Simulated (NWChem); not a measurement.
# CH₃O anion

```xyz
5

C      0.0000     0.0000    -0.5320
O      0.0000     0.0000     0.8041
H      0.7285     0.7285    -1.0290
H      0.2666    -0.9951    -1.0290
H     -0.9951     0.2666    -1.0290
```
Atoms are numbered in this order, from 1.

Results from NWChem. All runs use the structure optimised with B3LYP/def2-SVPD. The gas-phase anion has a positive highest level at the geometry level, so the gas reference is doubtful. Level: B3LYP/def2-SVPD with SMD (1 M gas to 1 M solution), gas-phase geometry. Reactions with the solvent are ignored.

Task: What does the run give for solvent dichloromethane? Quantities: solvation free energy (kcal/mol); cavity-dispersion-structure term (kcal/mol).

Result: The solvation free energy (kcal/mol) is -61.5 and the cavity-dispersion-structure term (kcal/mol) is 0.2.
